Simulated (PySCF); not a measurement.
Species: 1,2-dimethyl-1,2-diazetidine, C₄H₁₀N₂.
SMILES with atom numbers: `[CH3:1][N:2]1[CH2:3][CH2:4][N:5]1[CH3:6]` (hydrogens: H7, H8, H9 on C1; H10, H11 on C3; H12, H13 on C4; H14, H15, H16 on C6)

Cartesian coordinates in Å at the PBE0-D3(BJ)/def2-SVP level; atoms count from 1:
```xyz
16
C4H10N2 angstrom
C     -1.6480   -0.9179    0.1960
N     -0.5404   -0.0708    0.5492
C     -0.6775    1.3537    0.2329
C      0.7354    1.2872   -0.3417
N      0.5736   -0.1689   -0.3858
C      1.6669   -0.9535    0.1221
H     -1.9750   -0.7829   -0.8559
H     -1.3736   -1.9737    0.3429
H     -2.4908   -0.6971    0.8692
H     -0.8586    2.0079    1.0988
H     -1.4415    1.5536   -0.5430
H      0.9261    1.7643   -1.3146
H      1.5038    1.6161    0.3842
H      2.5145   -0.8723   -0.5759
H      1.9937   -0.6325    1.1330
H      1.3765   -2.0141    0.1702
```

Level of theory: PBE0-D3(BJ)/def2-SVP geometry optimisation, gas phase (PySCF 2.14.0).

Masses are those of the commonest isotopes; rigid-rotor values at the optimised geometry. The values belong to one conformer with, in the numbering `[CH3:1][N:2]1[CH2:3][CH2:4][N:5]1[CH3:6]`, C1–N2–C3–C4 -134°, N2–C3–C4–N5 18°, C3–C4–N5–C6 -134°, C1–N2–N5–C4 137°.

Task: What are A, B and C (MHz)?

Result: Ia = 98.83, Ib = 131.67, Ic = 205.10 u·Å²; 505379 MHz·u·Å²/I gives A = 5114, B = 3838, C = 2464 MHz.

Task: Classify the top.

Result: An asymmetric top; Ray's κ = 0.037.

Task: Is it planar, by Δ = Ic − Ia − Ib?

Result: Not planar: Δ = Ic − Ia − Ib = -25.40 u·Å². For a rigid frame Δ = −2 Σ m c², so Σ m c² = 12.70 u·Å² lies off the ab plane: 6.74 from hydrogen and 5.96 from heavier atoms. The atom farthest from that plane is 1.26 Å away.

Task: List the rotational levels J(Ka,Kc) to J = 4 (K).

Result: Above 0(0,0), as E/k:
J = 1: 1(0,1) 0.302, 1(1,1) 0.364, 1(1,0) 0.430
J = 2: 2(0,2) 0.875, 2(1,2) 0.903, 2(1,1) 1.100, 2(2,1) 1.284, 2(2,0) 1.316
J = 3: 3(0,3) 1.686, 3(1,3) 1.694, 3(1,2) 2.079, 3(2,2) 2.191, 3(2,1) 2.321, 3(3,1) 2.679, 3(3,0) 2.690
J = 4: 4(0,4) 2.727, 4(1,4) 2.729, 4(1,3) 3.324, 4(2,3) 3.375, 4(2,2) 3.670, 4(3,2) 3.932, 4(3,1) 3.997, 4(4,1) 4.558, 4(4,0) 4.561

Task: Which types of transition are allowed, and where do some lines up to J = 2 fall?

Result: The dipole components are |μa| = 0.00 D, |μb| = 0.64 D, |μc| = 0.00 D; the symmetry axis of this C2 structure is b, so μa and μc vanish by symmetry and there are no a-type or c-type lines. Some lines, for components of 0.1 D or more:

| type | branch | J(Ka,Kc) | MHz | lower level (cm⁻¹) |
| --- | --- | --- | --- | --- |
| b | Q | 1(1,0) ← 1(0,1) | 2649 | 0.210 |
| b | Q | 2(2,0) ← 2(1,1) | 4491 | 0.765 |
| b | Q | 2(1,1) ← 2(0,2) | 4689 | 0.608 |
| b | R | 1(1,1) ← 0(0,0) | 7578 | 0.000 |
| b | Q | 2(2,1) ← 2(1,2) | 7948 | 0.627 |
| b | R | 2(0,2) ← 1(1,1) | 10664 | 0.253 |
| b | R | 2(1,2) ← 1(0,1) | 12506 | 0.210 |
| b | R | 2(2,1) ← 1(1,0) | 17805 | 0.299 |
| b | R | 2(2,0) ← 1(1,1) | 19844 | 0.253 |

Task: Estimate the classical rotational partition function at 10 K, 50 K and 200 K.

Result: Point group C2, symmetry number σ = 2; q = (√π/σ)·√((kT/h)³/(ABC)), k/h = 20836.6 MHz/K: 383 at 10 K, 4290 at 50 K, 34300 at 200 K.

Whether it is a minimum is left open (no frequencies). Constants of a rigid frame at the computed geometry: no zero-point averaging, no centrifugal distortion. A rigid rotor knows nothing of internal rotation, which can split or shift real lines. Quadrupole hyperfine structure (14N) is left out.
